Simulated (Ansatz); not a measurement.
# Rock-salt CaO: TO phonon frequency at L by level of theory

No measured value is used here.

| level (code) | value (cm⁻¹) | cell (Å³/atom) |
|---|---|---|
| LDA (Ansatz) | 324 | 13.04 |
| PBE (Ansatz) | 291 | 14.09 |
| r²SCAN (Ansatz) | 313 | 13.78 |
| B3LYP (VWN-RPA form) (Ansatz) | 301 | 14.10 |
| HSE06 (Ansatz) | 307 | 13.81 |
| PBE0 (Ansatz) | 308 | 13.80 |
| r²SCAN0 (Ansatz) | 321 | 13.64 |
| r²SCANh (Ansatz) | 316 | 13.72 |
| Hartree–Fock (Ansatz) | 317 | 14.33 |

Each level is taken at its own relaxed cell. Cutoffs differ between the levels. Ansatz's density-functional and Hartree–Fock values are scalar-relativistic unless marked +SOC, with PAW data made under PBE.

Ansatz is a first-principles code.
